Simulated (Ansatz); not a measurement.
A made-up structure of Al$_{2}$H$_{2}$Cl, doublet:

| atom | x (Å) | y (Å) | z (Å) |
| --- | --- | --- | --- |
| Al1 | -0.8529 | -0.3288 | -0.8988 |
| Al2 | 0.5401 | -0.1451 | 0.3251 |
| Cl3 | 1.3055 | 1.7880 | -0.1124 |
| H4 | -2.0477 | 0.0885 | -0.3744 |
| H5 | 1.0549 | -1.4027 | 1.0604 |

It is relaxed with PBE-D4/def2-SVP and then PBE0-D4/def2-TZVP (Ansatz 0.2.0). Atoms count as bonded within 1.22 times the sum of their covalent radii (H–H: 0.88 Å). The end point is not checked to be a true minimum.

(1) Does its bonding change? (Judge from chemistry; the calculation decides.)

## Answers

(1) Computed: No: no bond forms or breaks.

Where it ends: The first stage lowers the energy by 4.26 eV in 11 steps. It ends as Al₂H₂Cl ([AlH][AlH][Cl]):
```json
{"atom": "Al1", "x (Å)": "-1.3092", "y (Å)": "-0.3274", "z (Å)": "-1.0451"}
{"atom": "Al2", "x (Å)": "0.7769", "y (Å)": "-0.1243", "z (Å)": "0.4131"}
{"atom": "Cl3", "x (Å)": "1.8301", "y (Å)": "1.6960", "z (Å)": "0.1705"}
{"atom": "H4", "x (Å)": "-2.8361", "y (Å)": "0.0337", "z (Å)": "-0.7298"}
{"atom": "H5", "x (Å)": "1.5382", "y (Å)": "-1.2778", "z (Å)": "1.1914"}
```

Labels in which every atom is bracketed show which atoms are joined, not bond orders.

For scale, one of the runs: PBE0-D4/def2-TZVP relaxation, 123 basis functions, launched by `ansatz run in.yaml --threads 2 --pin off --events-out ev --progress --plain --max-ram 4352MiB`. Hardware: 2 CPU threads of an Arm Neoverse V2, shared host. Wall time about 21 s.
